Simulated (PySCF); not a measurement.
Input of a run (PBE0-D3(BJ)/def2-SVP geometry optimisation, gas phase (PySCF 2.14.0)), started from GFN2-xTB:
```
{"job": {"xc": "PBE0", "basis": "def2-SVP", "d3": "d3bj", "grid": 1, "kind": "geom"}, "charge": 0, "multiplicity": 1}
C      1.693937    -0.655179     0.854372
N      1.106060     0.449216     0.123959
C      2.086607     1.128371    -0.693408
C     -0.035863     0.014993    -0.653076
N     -1.087990    -0.455355     0.223479
C     -2.152703    -1.100426    -0.512050
C     -1.591103     0.614959     1.060325
H      0.907386    -1.147709     1.420034
H      2.168282    -1.392809     0.188343
H      2.444815    -0.266990     1.540923
H      2.510680     0.480982    -1.478280
H      1.625653     1.994059    -1.167879
H      2.898005     1.474529    -0.054659
H      0.227865    -0.813975    -1.338012
H     -0.369656     0.872780    -1.268361
H     -2.657751    -0.420753    -1.217706
H     -2.890995    -1.476159     0.194920
H     -1.747516    -1.943277    -1.070860
H     -0.747067     1.084587     1.558580
H     -2.264256     0.195355     1.806397
H     -2.133308     1.379743     0.482488
```

Output (energies in Eh, forces in Eh/bohr):
```
step   0  E = -307.85510243  max force = 0.014468
step   1  E = -307.85736727  max force = 0.002346
step   2  E = -307.85743049  max force = 0.000534
step   3  E = -307.85744128  max force = 0.000472
step   4  E = -307.85744597  max force = 0.000449
optimisation converged
```

Q: Summarise the run.

A: The energy falls by 6.2 kJ/mol over 5 energy and gradient evaluations, the largest force component goes from 0.0145 to 4.5e-04 Eh/bohr, and the atoms move by 0.081 Å rms after alignment. Among the bonds, 12 bonds (C1–H8, C1–H9, C1–H10, C3–H11, C3–H12, C3–H13 and others) change most and about equally (+0.012 to +0.013 Å). Bonds longer at the end by more than 0.005 Å: 14 of 20; shorter: 6. The energy never rose by more than 1e-6 Eh on the way. The first step brought 97 % of the lowering.

Q: What are the final bond lengths?

A: C1–N2 1.441 Å, N2–C3 1.437 Å, N2–C4 1.440 Å, C4–N5 1.440 Å, N5–C6 1.437 Å, N5–C7 1.442 Å, C1–H8 1.098 Å, C1–H9 1.114 Å, C1–H10 1.101 Å, C3–H11 1.114 Å, C3–H12 1.101 Å, C3–H13 1.101 Å, C4–H14 1.115 Å, C4–H15 1.115 Å, C6–H16 1.114 Å, C6–H17 1.101 Å, C6–H18 1.101 Å, C7–H19 1.098 Å, C7–H20 1.101 Å, C7–H21 1.114 Å. Numbering counts from 1 in the input's order; the species is `C(N(C)C)N(C)C` (N,N,N',N'-tetramethylmethanediamine).

The run used 168 basis functions and 32 SCF cycles in all.

Stationary, but not proved a minimum. One conformer, not necessarily the lowest.

The values belong to the conformer `[CH3:1][N:2]([CH3:3])[CH2:4][N:5]([CH3:6])[CH3:7]`: C1–N2–C4–N5 66°, N2–C4–N5–C6 -164°.
